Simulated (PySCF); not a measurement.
**CO₂ + NH₃ → CN(OH) + H₂O**

Level: PBE0 in the def2-TZVP basis family, all electrons, no relativity, computed in PySCF with density fitting; open shells unrestricted.

```
species                                                             state and structure  ZPE (kJ/mol)  H(298 K) − H(0) (kJ/mol)  S° (J/(mol K))
    CO₂                                                  singlet, D∞h, C–O 1.157 Å (×2)          31.3                       9.3           213.5
    NH₃                               singlet, C3v, N–H 1.013 Å (×3); H–N–H 107.1° (×3)          90.6                      10.0           192.4
 CN(OH)  singlet, Cs, C–N 1.153 Å, C–O 1.290 Å, O–H 0.966 Å; C–O–H 110.5°, N–C–O 176.9°          57.3                      11.2           241.1
    H₂O                                    singlet, C2v, O–H 0.960 Å (×2); H–O–H 105.1°          56.5                       9.9           188.7
```

(1) Is the gas-phase reaction uphill or downhill in electronic energy at this level, and by how much?

(2) Add zero-point, thermal and entropy terms for 298.15 K and 1 bar.

Results:

(1) At PBE0/def2-TZVP, ΔE = 213.6 kJ/mol, uphill. 

(2) ΔZPE = -8.1 and Δ[H(298) − H(0)] = 1.8 kJ/mol give ΔH° = 207.3 kJ/mol. ΔS° = 23.9 J/(mol K), so ΔG° = 207.3 − 298.15 × (0.0239) = 200 kJ/mol.

The structures come from searches over a few start shapes, so lower isomers are not excluded.
